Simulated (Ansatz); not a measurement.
# Worked example: H$_{2}$Ge–N⁺, quintet against H$_{2}$Ge–N, quartet

Geometry (PBE0/def2-TZVP stationary point of a quartet), kept for both states (H2Ge–N, quartet: A''; H2Ge–N⁺, quintet: A''):

```yaml
atoms:
  - { symbol: Ge, position_ang: [-0.0346, 0.0000, 0.2958] }
  - { symbol: N, position_ang: [0.0724, 0.0000, -1.6458] }
  - { symbol: H, position_ang: [0.7424, -1.2582, 0.7751] }
  - { symbol: H, position_ang: [0.7424, 1.2582, 0.7751] }
```

Basis cc-pVDZ; Ansatz 0.2.0. Correlated methods freeze the noble-gas cores and the filled d shells of p-block atoms. R marks a restricted (for open shells ROHF) determinant, U an unrestricted one. No spin–orbit coupling is included, and no scalar relativity.

Full CI isn't at hand for all of this; UCCSDT(Q) serves as the reference, and is uncertain by about the last step of the cluster series.

```
    level  E(H2Ge–N, quartet) (hartree)  E(H2Ge–N⁺, quintet) (hartree)
      UHF                  -2130.844064                   -2130.512461
     UMP2                  -2131.017851                   -2130.649477
 UCCSD(T)                  -2131.060066                   -2130.689395
      PBE                  -2132.363566                   -2131.973419
   r2SCAN                  -2132.712997                   -2132.326760
UCCSDT(Q)                  -2131.061555                   -2130.690536
```

Task: Give the vertical gap, H2Ge–N⁺ quintet less H2Ge–N quartet, at each level in eV (1 hartree = 27.2114 eV), and each error against UCCSDT(Q).

Result: UCCSDT(Q): (-2130.690536 − (-2131.061555)) × 27.2114 = 10.096 eV (the reference)
r2SCAN: (-2132.326760 − (-2132.712997)) × 27.2114 = 10.510 eV, error 0.414 eV
PBE: (-2131.973419 − (-2132.363566)) × 27.2114 = 10.616 eV, error 0.520 eV
UCCSD(T): (-2130.689395 − (-2131.060066)) × 27.2114 = 10.086 eV, error -0.010 eV
UMP2: (-2130.649477 − (-2131.017851)) × 27.2114 = 10.024 eV, error -0.072 eV
UHF: (-2130.512461 − (-2130.844064)) × 27.2114 = 9.023 eV, error -1.073 eV

Total energies of functionals can't be set beside those of wave-function methods, since they hold the core's correlation and their own absolute errors; only the differences compare.

In so small a basis the reference is far from its limit while semilocal and hybrid functionals are nearer theirs, so the functionals' errors here hold much of the reference's basis and frozen-core error, which can add to them or hide them.

Each level lands on the state that its own search finds. T1 diagnostics of restricted CCSD: 0.027 and 0.029.
